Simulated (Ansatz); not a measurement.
System: zinc-blende GaAs. Method: Hartree–Fock in Ansatz (PAW).

Total energies, extrapolated to zero smearing (they compare only within this program, potentials and cutoff; free atoms with spin allowed, lowest state found):

```json
[
 {"system": "zinc-blende GaAs, relaxed", "energy (eV/atom)": "-4281.4463"},
 {"system": "free Ga atom", "energy (eV/atom)": "-3743.1986"},
 {"system": "free As atom", "energy (eV/atom)": "-4816.1855"}
]
```

Question: Work out the cohesive energy per atom.

Answer: E_coh = [1 × (-3743.1986) + 1 × (-4816.1855)]/2 − (-4281.4463) = 1.75 eV/atom. The reference value is 3.34 eV/atom (measured, static lattice: zero-point vibration energy added, our sources range from 3.34 to 3.39; as tabulated in Mejia-Rodriguez and Trickey (2018), arXiv:1807.09216), a difference of -1.59 eV/atom.

The PAW data were made under PBE.

Ansatz is a program for electronic structure.
